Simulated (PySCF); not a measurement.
C2H2F2.
SMILES: `C=C(F)F`

Computed with EOM-EE-CCSD/aug-cc-pVDZ in PySCF, restricted Hartree–Fock reference, 4 core orbitals frozen, non-relativistic, gas phase, PBE0-D3(BJ)/def2-SVP geometry.

Q: Give the EOM-CCSD singlets and triplets.

A: 
| state | E (eV) | λ (nm) | main singles (HF orbitals, share of the singles part) |
| --- | --- | --- | --- |
| singlet 1 | 7.04 | 176 | HOMO→LUMO 74 %, HOMO→LUMO+7 16 % |
| singlet 2 | 7.87 | 158 | HOMO→LUMO+3 76 %, HOMO→LUMO+9 15 % |
| singlet 3 | 8.10 | 153 | HOMO→LUMO+1 78 %, HOMO→LUMO+8 16 % |
| singlet 4 | 8.17 | 152 | HOMO→LUMO+2 74 %, HOMO→LUMO 10 %, HOMO→LUMO+10 9 % |
| triplet 1 | 4.86 | 255 | HOMO→LUMO+9 62 %, HOMO→LUMO+3 21 %, HOMO→LUMO+4 13 % |
| triplet 2 | 6.84 | 181 | HOMO→LUMO 67 %, HOMO→LUMO+7 20 % |

Q: What is the vertical gap between the lowest excited singlet and the lowest triplet?

A: 7.04 − 4.86 = 2.18 eV (210 kJ/mol).

The first EOM-IP-CCSD ionisation energy is 10.46 eV, 2.29 eV above the highest singlet listed and 3.42 eV above the lowest.

T1 diagnostic 0.013. EOM-CCSD puts states of mainly double-excitation character too high. An iterative search for so few roots can pass over a low state.
